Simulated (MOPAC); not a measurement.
MOPAC input (PM6):

```
PM6 PRECISE GNORM=0.05 LET XYZ CHARGE=-1 GEO-OK AUX(PRECISION=9) THREADS=1
C2H5S

C     1.48923700 1    0.70079263 1    0.00925021 1
C    -0.03929376 1    0.78325927 1    0.00066342 1
S    -0.85165386 1   -0.85211429 1   -0.00580082 1
H    -0.35574310 1    1.36679086 1    0.87704767 1
H    -0.34577701 1    1.36877731 1   -0.87793506 1
H     1.96495899 1    1.69625100 1    0.01307846 1
H     1.82668773 1    0.14785365 1    0.88999214 1
H     1.83667574 1    0.14984447 1   -0.86885190 1
```

Output:

```
 *******************************************************************************
 **                                                                           **
 **                              MOPAC v23.2.5                                **
 **                                                                           **
 *******************************************************************************
 ** MOPAC's Digital Object Identifier: https://doi.org/10.5281/zenodo.6511958 **
 **                                                                           **
 ** Please cite the open-source release paper for use of this MOPAC version:  **
 ** J. E. Moussa and J. J. P. Stewart (2026)                                  **
 ** MOPAC: An open-source semiempirical molecular orbital program             **
 ** J. Open Source Softw., 11(119), 8025, https://doi.org/10.21105/joss.08025 **
 *******************************************************************************

                              PM6 CALCULATION RESULTS

 *******************************************************************************
 *  PM6        - The PM6 Hamiltonian to be used
 *  GEO-OK     - OVERRIDE INTERATOMIC DISTANCE AND OTHER SAFETY CHECKS
 *
 *
 *
 *                 CHARGE ON SYSTEM = -1
 *
 *
 *
 *  LET        - OVERRIDE SOME SAFETY CHECKS
 *  PRECISE    - TIGHTER CRITERIA TO BE USED
 *  XYZ        - CARTESIAN COORDINATE SYSTEM TO BE USED
 *  GNORM      - EXIT WHEN GRADIENT NORM DROPS BELOW 0.050
 *  AUX        - OUTPUT AUXILIARY INFORMATION
 *******************************************************************************
PM6 PRECISE GNORM=0.05 LET XYZ CHARGE=-1 GEO-OK AUX(PRECISION=9) THREADS=1
 C2H5S

   ATOM   CHEMICAL          X               Y               Z
  NUMBER   SYMBOL      (ANGSTROMS)     (ANGSTROMS)     (ANGSTROMS)

     1       C          1.48923700  *   0.70079263  *   0.00925021  *
     2       C         -0.03929376  *   0.78325927  *   0.00066342  *
     3       S         -0.85165386  *  -0.85211429  *  -0.00580082  *
     4       H         -0.35574310  *   1.36679086  *   0.87704767  *
     5       H         -0.34577701  *   1.36877731  *  -0.87793506  *
     6       H          1.96495899  *   1.69625100  *   0.01307846  *
     7       H          1.82668773  *   0.14785365  *   0.88999214  *
     8       H          1.83667574  *   0.14984447  *  -0.86885190  *

          CARTESIAN COORDINATES

    NO.       ATOM           X           Y           Z

     1         C          1.4892      0.7008      0.0093
     2         C         -0.0393      0.7833      0.0007
     3         S         -0.8517     -0.8521     -0.0058
     4         H         -0.3557      1.3668      0.8770
     5         H         -0.3458      1.3688     -0.8779
     6         H          1.9650      1.6963      0.0131
     7         H          1.8267      0.1479      0.8900
     8         H          1.8367      0.1498     -0.8689

 General Reference for PM6:
 "Optimization of Parameters for Semiempirical Methods V: Modification of NDDO Approximations
 and Application to 70 Elements", J. J. P. Stewart, J. Mol. Mod., 13, 1173-1213 (2007)
 URL: https://link.springer.com/article/10.1007/s00894-007-0233-4

           Empirical Formula: C2 H5 S  =     8 atoms

      MOLECULAR POINT GROUP   :   Cs

      RHF CALCULATION, NO. OF DOUBLY OCCUPIED LEVELS = 10

          Geometry optimization using EF

          DIAGONAL MATRIX USED AS START HESSIAN

 CYCLE:     1  GRAD.:    20.104 HEAT: -31.95291
 CYCLE:     2  GRAD.:    45.977 HEAT: -31.75620
 CYCLE:     3  GRAD.:    52.084 HEAT: -31.13071
 CYCLE:     4  GRAD.:    57.339 HEAT: -31.15260
 CYCLE:     5  GRAD.:    48.814 HEAT: -30.70571
 CYCLE:     6  GRAD.:    32.117 HEAT: -32.10782
 CYCLE:     7  GRAD.:    54.399 HEAT: -30.80329
 CYCLE:     8  GRAD.:    18.474 HEAT: -32.52156
 CYCLE:     9  GRAD.:    69.812 HEAT: -30.67235
 CYCLE:    10  GRAD.:     2.566 HEAT: -32.66631
 CYCLE:    11  GRAD.:     3.877 HEAT: -32.66290
 CYCLE:    12  GRAD.:     0.912 HEAT: -32.67568
 CYCLE:    13  GRAD.:     0.578 HEAT: -32.67808
 CYCLE:    14  GRAD.:     0.391 HEAT: -32.68063
 CYCLE:    15  GRAD.:     0.077 HEAT: -32.68079
 CYCLE:    16  GRAD.:     0.031 HEAT: -32.68080

     GRADIENT =  0.03084 IS LESS THAN CUTOFF =  0.05000

 -------------------------------------------------------------------------------
 PM6 PRECISE GNORM=0.05 LET XYZ CHARGE=-1 GEO-OK AUX(PRECISION=9) THREADS=1
 C2H5S

     GEOMETRY OPTIMISED USING EIGENVECTOR FOLLOWING (EF).
     SCF FIELD WAS ACHIEVED

                              PM6 CALCULATION
                                                       MOPAC v23.2.5 Linux

          FINAL HEAT OF FORMATION =        -32.68080 KCAL/MOL =    -136.73646 KJ/MOL

          COSMO AREA              =        100.08 SQUARE ANGSTROMS
          COSMO VOLUME            =         84.96 CUBIC ANGSTROMS

          GRADIENT NORM           =          0.03084          =       0.01090 PER ATOM
          IONIZATION POTENTIAL    =          2.502943 EV
          HOMO LUMO ENERGIES (EV) =         -2.503  7.018
          NO. OF FILLED LEVELS    =         10
          MOLECULAR WEIGHT        =         61.1215         POINT GROUP:  Cs

          MOLECULAR DIMENSIONS (Angstroms)

            Atom       Atom       Distance
            H     6    S     3     3.74002
            H     7    H     5     2.97639
            H     4    H     8     2.84545

          SCF CALCULATIONS        =         17

   ATOM   CHEMICAL          X               Y               Z
  NUMBER   SYMBOL      (ANGSTROMS)     (ANGSTROMS)     (ANGSTROMS)

     1       C          1.47271527  *   0.68320515  *   0.00913393  *
     2       C         -0.04357993  *   0.81717309  *   0.00069055  *
     3       S         -0.81488332  *  -0.83973319  *  -0.00557937  *
     4       H         -0.40035548  *   1.35820671  *   0.89078444  *
     5       H         -0.39023530  *   1.36023282  *  -0.89222490  *
     6       H          1.97274479  *   1.65356841  *   0.01307278  *
     7       H          1.79956164  *   0.11466940  *   0.88807793  *
     8       H          1.80953428  *   0.11665165  *  -0.86732015  *

                             CARTESIAN COORDINATES

   1    C        1.472715272     0.683205154     0.009133933
   2    C       -0.043579932     0.817173092     0.000690555
   3    S       -0.814883318    -0.839733188    -0.005579373
   4    H       -0.400355478     1.358206711     0.890784440
   5    H       -0.390235296     1.360232821    -0.892224904
   6    H        1.972744790     1.653568414     0.013072785
   7    H        1.799561638     0.114669403     0.888077927
   8    H        1.809534276     0.116651647    -0.867320153

           Empirical Formula: C2 H5 S  =     8 atoms

      MOLECULAR POINT GROUP   :   Cs

                  EIGENVALUES
 -24.31634 -20.85317 -16.05637 -10.61420 -10.05320  -8.49128  -7.53552  -5.61122
  -2.54236  -2.50294   7.01800   8.93158   9.35510   9.50198   9.52796   9.52891
   9.69039  10.05736  10.05757  10.83698  11.03003  11.15944

              NET ATOMIC CHARGES AND DIPOLE CONTRIBUTIONS

  ATOM NO.   TYPE          CHARGE      No. of ELECS.   s-Pop       p-Pop       d-Pop
    1          C          -0.462959        4.4630     1.08304     3.37992
    2          C          -0.100582        4.1006     1.07892     3.02166
    3          S          -1.015370        7.0154     1.97666     4.98857     0.05014
    4          H           0.095095        0.9049     0.90491
    5          H           0.095095        0.9049     0.90490
    6          H           0.097813        0.9022     0.90219
    7          H           0.145454        0.8545     0.85455
    8          H           0.145454        0.8545     0.85455
 DIPOLE           X         Y         Z       TOTAL
 POINT-CHG.     3.483     4.027     0.024     5.324
 HYBRID         0.308     0.086     0.002     0.320
 SUM            3.791     4.113     0.026     5.593

          ATOMIC ORBITAL ELECTRON POPULATIONS

     Atom    s        px        py        pz      x^2-y^2     xz        z^2       yz        xy
    1  C   1.08304   1.08332   1.11942   1.17718
    2  C   1.07892   0.92487   1.00651   1.09029
    3  S   1.97666   1.80207   1.19171   1.99478   0.01536   0.00098   0.01036   0.00391   0.01953
    4  H   0.90491
    5  H   0.90490
    6  H   0.90219
    7  H   0.85455
    8  H   0.85455

 **********************
 *                    *
 * JOB ENDED NORMALLY *
 *                    *
 **********************

 == MOPAC DONE ==
```

The dipole moment of an ion depends on the origin.
